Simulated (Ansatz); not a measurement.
Eight cases of atomisation energy with Al to Br (electronic energies, kcal/mol), geometries: B3LYP-D3(BJ)/def2-TZVP. Functionals by Ansatz (an electronic-structure program) in def2-TZVPD; columns hold the difference against the high level (Ansatz, AFQMC by cisd_afqmc): A = CCSD(T)/CBS(cc-pV(Q+d)Z,cc-pV(5+d)Z) + [CCSDT(Q) - CCSD(T)]/cc-pV(5+d)Z + [FCI - CCSDT(Q)]/cc-pV(D+d)Z + core + X2C; B = CCSD(T)/CBS(cc-pV(Q+d)Z,cc-pV(5+d)Z) + [CCSDT(Q) - CCSD(T)]/cc-pV(D+d)Z + core + X2C; C = CCSD(T)/CBS(cc-pV(Q+d)Z,cc-pV(5+d)Z) + [CCSDT(Q) - CCSD(T)]/cc-pV(Q+d)Z + [CCSDTQ - CCSDT(Q)]/cc-pV(D+d)Z + core + X2C; D = CCSD(T)/CBS(cc-pV(Q+d)Z,cc-pV(5+d)Z) + [CCSDT(Q) - CCSD(T)]/cc-pV(T+d)Z + [CCSDTQ - CCSDT(Q)]/cc-pV(D+d)Z + core + X2C; E = CCSD(T)/CBS(cc-pV(Q+d)Z,cc-pV(5+d)Z) + [CCSDT(Q) - CCSD(T)]/cc-pV(T+d)Z + core + X2C; F = CCSD(T)/CBS(cc-pV(T+d)Z,cc-pV(Q+d)Z) + [CCSDT(Q) - CCSD(T)]/cc-pV(D+d)Z + core + X2C. The cases were drawn at random from those of this class that have a high level and all functionals, leaving out states under which another spin lies or may lie. Left out are anions, K, Ca, elements past Kr, ionisation of Li, Na and Mg, pi-pi* triplets of linear molecules and other triplets made from a closed-shell parent. Runs that doubt their state, and full CI more than 15 mEh from coupled cluster, are set aside; a case stays where another high level and all functionals remain. AFQMC serves as high level only in triple zeta or larger, with a steady walk, a bar under 0.8 kcal/mol and agreement with other high levels or trials where they ran; where none ran, an unstable determinant or (outside 3d species) a high T1 diagnostic also bars it, so strongly correlated cases are thinned. No case was kept or dropped by the size of a functional's miss. Each difference is the functional minus the high level; affinities count positive where energy is released, gaps as the second state minus the first. Radicals and triplets start from unrestricted determinants; spin-orbit coupling is neglected. CBS(X,Y): correlation extrapolated as X^-3, Hartree-Fock from the larger set (Q,5: extrapolated as (X+1)exp(-9√X)). A bracket is a step between two methods taken in the basis named. Functionals run without relativity, which enters their misses. 'core' is core correlation in cc-pwCVTZ (1s frozen past Ne), 'X2C' scalar relativity in cc-pVTZ-DK, both at CCSD(T). Full CI freezes restricted core orbitals, also for open shells; the composite that ends in it estimates full CI at the basis-set limit. For partners of very few electrons the exact lower level stands in for a higher one. The T1 diagnostic of OSi ([O+]#[Si-], singlet) reaches 0.030 in the sets run. The UHF reference of AlP ([Al]=[P], triplet) is spin-contaminated (<S^2> up to 0.08 over the pure value in the sets run). The determinant of AlP ([Al]=[P], triplet) is a saddle point of the SCF energy; a lower one exists, which strains HF and MP2.

| case | level | value | PBE | CAM-B3LYP | B3LYP |
|---|---|---|---|---|---|
| CH2FNOSi (fluoro(isocyanato)silane, SMILES F[SiH2]N=C=O) | F | 728.4 | 21.1 | 0.7 | -5.3 |
| CH3F3Si (difluoromethyl(fluoro)silane, SMILES F[SiH2]C(F)F) | F | 698.1 | 8.1 | -1.3 | -11.7 |
| AlP (SMILES [P]=[Al], triplet) | C | 52.4 | 6.2 | -2.2 | 0.7 |
| SiO (oxosilicon, SMILES [Si-]#[O+]) | C | 192.5 | 3.3 | -4.3 | -5.1 |
| AlHClF (SMILES [F][AlH][Cl]) | E | 320.8 | -5.9 | -5.7 | -10.3 |
| AlH3S (SMILES [SH][AlH2]) | D | 312.7 | -6.8 | -3.4 | -5.4 |
| HCl (chlorane, SMILES Cl) | A | 107.4 | -1.1 | -2.6 | -2.6 |
| BHSF (SMILES S[B]F, doublet) | B | 323.9 | 12.9 | 0.5 | -2.0 |

Over these rows, PBE: mean +4.7, mean absolute 8.2, median absolute 6.5, largest +21.1; CAM-B3LYP: mean -2.3, mean absolute 2.6, median absolute 2.4, largest -5.7; B3LYP: mean -5.2, mean absolute 5.4, median absolute 5.2, largest -11.7 kcal/mol. PBE lies above in 5 and below in 3 of the eight.
